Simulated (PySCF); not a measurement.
Bond stretch in SMILES O=CO, singlet. The O1–H5 bond (O1 also carries C; H5 carries nothing else) is varied alone, starting from the PBE0/def2-TZVP optimised geometry. Each curve is given relative to its own lowest point near equilibrium.

```csv
R / Å,A,B,C
0.77,1.682,1.799,1.752
0.82,0.832,0.919,0.884
0.88,0.263,0.314,0.294
0.92,0.077,0.105,0.095
0.94,0.028,0.045,0.039
0.97,0.000,0.000,0.000
1.00,0.016,0.000,0.005
1.02,0.048,0.021,0.028
1.06,0.151,0.103,0.114
1.11,0.337,0.264,0.277
1.20,0.775,0.658,0.664
1.31,1.396,1.232,1.207
1.44,2.159,1.942,1.845
1.60,3.058,2.786,2.538
1.75,3.828,3.511,3.055
1.95,4.730,4.364,3.539
2.14,5.453,5.052,3.819
2.37,6.174,5.744,3.999
2.64,6.836,6.390,4.094
2.88,7.294,6.844,4.130
3.38,7.955,7.518,4.154
```

Energies in eV.

**Question.** Assign the columns to these levels of theory: CASSCF(2,2)/6-31G in PySCF; PySCF with restricted BHandHLYP/6-31G; restricted CAM-B3LYP/6-31G run with PySCF.

**Answer.** A is RKS-BHandHLYP; B is RKS-CAM-B3LYP; C is CASSCF(2,2).

At the longest distance RKS-CAM-B3LYP, RKS-BHandHLYP leaves fractional charges on the fragments, a sign of delocalisation error or of the restricted form. The restricted form behind RKS-CAM-B3LYP, RKS-BHandHLYP keeps the bonding electrons paired and can't separate into open-shell fragments.
